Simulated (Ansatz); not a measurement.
Input (CCSDT(Q)/aug-cc-pVDZ; Ansatz, a program for electronic structure):

Ansatz 0.2 input:
```yaml
crystal:
  periodic: [false, false, false]
  atoms:
    - {symbol: C, position_ang: [-0.02065591, -0.69117402, 0.00191644]}
    - {symbol: C, position_ang: [0.00318902, 0.79171158, -0.00228017]}
    - {symbol: H, position_ang: [0.99466640, -1.11708979, 0.00736434]}
    - {symbol: H, position_ang: [-0.52510368, -1.08729619, 0.88639995]}
    - {symbol: H, position_ang: [-0.51775388, -1.09242584, -0.88441419]}
    - {symbol: H, position_ang: [0.07265744, 1.34947244, 0.92131550]}
    - {symbol: H, position_ang: [0.08033506, 1.34411399, -0.92848321]}
basis:
  gaussian:
    orbitals: aug-cc-pVDZ
magnetization: {spin_polarized: true, initial_magnetization: 1}
correlation: {method: ccsdt_q, electrons: outside_noble_gas}
```

Output:

```
Functional definition: HF
integrals: 0.22 GiB planned
1421 factors; integrals over basis functions are off by at most 1.9e-7 eV
mean field: 0.29 GiB planned
mean field evaluation 1: about -2136.7712 eV, gradient 1.9e1 eV
mean field evaluation 2: about -2136.8043 eV, gradient 1.9e1 eV
mean field evaluation 4: about -2138.9540 eV, gradient 2.0e0 eV
mean field evaluation 8: about -2139.0015 eV, gradient 2.2e-1 eV
mean field evaluation 16: about -2138.9147 eV, gradient 2.0e0 eV
mean field -2139.00241052 eV, -78.6068887189 hartree, gradient 7.3e-6 eV, S^2 0.763052; 0 other end points of the search recorded, 0 dependent functions left out
2 core orbitals not correlated
reference -2139.00241052 eV, -78.6068887189 hartree; 7, 6 occupied and 82, 83 virtual orbitals, 1421 factors
second order -7.57790299 eV of doubles, -0.00000000 eV of singles
coupled cluster: 3.67 GiB planned
cycle   1  -8.29500215 eV  change   -7.2e-1 eV  update   6.9e-2
cycle   2  -8.73386218 eV  change   -4.4e-1 eV  update   2.7e-2
cycle   3  -8.84355796 eV  change   -1.1e-1 eV  update   1.2e-2
cycle   4  -8.82840281 eV  change    1.5e-2 eV  update   4.5e-3
cycle   5  -8.82943675 eV  change   -1.0e-3 eV  update   2.3e-3
cycle   6  -8.83093356 eV  change   -1.5e-3 eV  update   8.4e-4
cycle   7  -8.83081617 eV  change    1.2e-4 eV  update   3.5e-4
cycle   8  -8.83094553 eV  change   -1.3e-4 eV  update   1.5e-4
cycle   9  -8.83103183 eV  change   -8.6e-5 eV  update   6.4e-5
cycle  10  -8.83096318 eV  change    6.9e-5 eV  update   2.8e-5
cycle  11  -8.83095664 eV  change    6.5e-6 eV  update   1.4e-5
cycle  12  -8.83096914 eV  change   -1.2e-5 eV  update   5.8e-6
cycle  13  -8.83097838 eV  change   -9.2e-6 eV  update   2.7e-6
cycle  14  -8.83098199 eV  change   -3.6e-6 eV  update   1.1e-6
cycle  15  -8.83098227 eV  change   -2.8e-7 eV  update   4.6e-7
perturbative correction -0.01005784 eV, -0.0003696190 hartree
Total energy: -2147.84345064 eV, -78.9317909505 hartree
```
